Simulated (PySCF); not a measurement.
**Silicon: a sound run and one with changed settings**

Sound run: Si [Ne] 3s2 3p2, Si⁺ [Ne] 3s2 3p1. All numbers are calculated (PySCF 2.14, the non-relativistic Hamiltonian (point nucleus), in cc-pV(D+d)Z (4s3p2d, 23 functions)). In the sound run the correlated levels freeze [Ne]. The sound run starts from symmetry-adapted Hartree-Fock orbitals and uses a fine grid where one is needed.

Changed run: basis STO-3G. This setting is unsound on purpose.

```json
{"species": "Si", "method": "UHF", "sound run (hartree)": "-288.85023", "changed run (hartree)": "-285.46622", "converged": "yes"}
{"species": "Si", "method": "BP86", "sound run (hartree)": "-289.39237", "changed run (hartree)": "-285.94068", "converged": "yes"}
{"species": "Si", "method": "MN15", "sound run (hartree)": "-289.23493", "changed run (hartree)": "-285.07516", "converged": "yes"}
{"species": "Si", "method": "MP2", "sound run (hartree)": "-288.89571", "changed run (hartree)": "-285.47352", "converged": "yes"}
{"species": "Si", "method": "CCSD(T)", "sound run (hartree)": "-288.91643", "changed run (hartree)": "-285.47963", "converged": "yes"}
{"species": "Si⁺", "method": "UHF", "sound run (hartree)": "-288.56942", "changed run (hartree)": "-285.32969", "converged": "yes"}
{"species": "Si⁺", "method": "BP86", "sound run (hartree)": "-289.08886", "changed run (hartree)": "-285.77344", "converged": "yes"}
{"species": "Si⁺", "method": "MN15", "sound run (hartree)": "-288.93841", "changed run (hartree)": "-284.91159", "converged": "yes"}
{"species": "Si⁺", "method": "MP2", "sound run (hartree)": "-288.60462", "changed run (hartree)": "-285.34477", "converged": "yes"}
{"species": "Si⁺", "method": "CCSD(T)", "sound run (hartree)": "-288.62416", "changed run (hartree)": "-285.35653", "converged": "yes"}
```

Ionisation energy of Si:

```tsv
method	sound run (eV)	changed run (eV)
UHF	7.641	3.715
BP86	8.259	4.551
MN15	8.069	4.451
MP2	7.921	3.503
SCS-MP2	7.848	3.461
CCSD	7.942	3.350
CCSD(T)	7.953	3.350
```

A minimal basis cannot let orbitals breathe on ionisation and holds almost no correlation.

For comparison, NIST gives 8.152 eV between the lowest levels.
